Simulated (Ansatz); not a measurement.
**SiH₂ (singlet): wave-function methods side by side, 6-31G**

One table from this session's results is given with a row withheld; the runs are named, their logs left out.

Method: 6-31G, core rule «outside noble gas», up to 5 orbitals frozen; program: Ansatz 0.2.0, Gaussian basis.

To be run: UHF; CCSD(T) on RHF; CCSD(T) on UHF; BCCD(T) on RHF; CISD; CCSDT(Q) on RHF; CCSDT(Q) on UHF; CISDTQ; CCSDTQ on RHF; CCSDTQ on UHF; CASSCF and MRCISD+Q, 6 electrons in 6 orbitals; CASSCF and NEVPT2, 6 electrons in 6 orbitals; Full CI.

10 further runs of the same task are left out: 10 set aside as unsound or not needed.

## The system

The geometry is an MP2(full)/6-31G* stationary point (not a proven minimum).

3 atoms, charge 0, spin multiplicity 1.

Atoms are counted from 1 here; the program's logs count them from 0.

Bond lengths: Si1–H2 1.519 Å, Si1–H3 1.519 Å. Angles: H2–Si1–H3 92.5°.

The first run:

The input, in.yaml:

```yaml
crystal:
  periodic: [false, false, false]
  atoms:
    - {symbol: Si, position_ang: [0.000000, 0.000000, 0.070330]}
    - {symbol: H, position_ang: [0.000000, 1.096938, -0.979847]}
    - {symbol: H, position_ang: [0.000000, -1.096938, -0.979847]}
basis:
  gaussian: {orbitals: 6-31G}
magnetization: {spin_polarized: true, initial_magnetization: 0}
hamiltonian: {xc: hf}
output: {orbitals: {seedname: orbitals}}
```

Launch:

```
ansatz run in.yaml --threads 1 --pin off --events-out ev --progress --plain --max-ram 3956MiB --backend cpu
```

Among the steps run: UHF; CCSD(T) on RHF; CCSD(T) on UHF; BCCD(T) on RHF; CISD; CCSDT(Q) on RHF; CCSDT(Q) on UHF; CISDTQ; CCSDTQ on RHF; CCSDTQ on UHF; CASSCF and MRCISD+Q, 6 electrons in 6 orbitals; CASSCF and NEVPT2, 6 electrons in 6 orbitals; Full CI.

One of the session's tables, all rows but one given; the rest of the session is left out.

```
          method  from FCI (kJ/mol)
             RHF             +168.3
             UHF             +163.5
            RMP2              +54.1
            CISD               +8.0
           RCCSD               +2.2
        RCCSD(T)               +0.8
         BCCD(T)               +0.7
          RCCSDT               +0.2
          CISDTQ               +0.1
       RCCSDT(Q)               +0.1
         RCCSDTQ                0.0
  CASSCF valence                  ?
  NEVPT2 valence              +15.1
  MRCISD valence               +1.5
MRCISD+Q valence               +0.9
             FCI                  0
```

**Question.** Estimate the row for CASSCF valence.

The run gave: from FCI (kJ/mol): +46.9. In the column «from FCI (kJ/mol)» it lies between NEVPT2 valence (+15.1) and RMP2 (+54.1).

Not comparable, so not listed: CCSD(T) on UHF; CCSDTQ on UHF (they don't share determinant, frozen orbitals or solution with the rows shown, or repeat one).
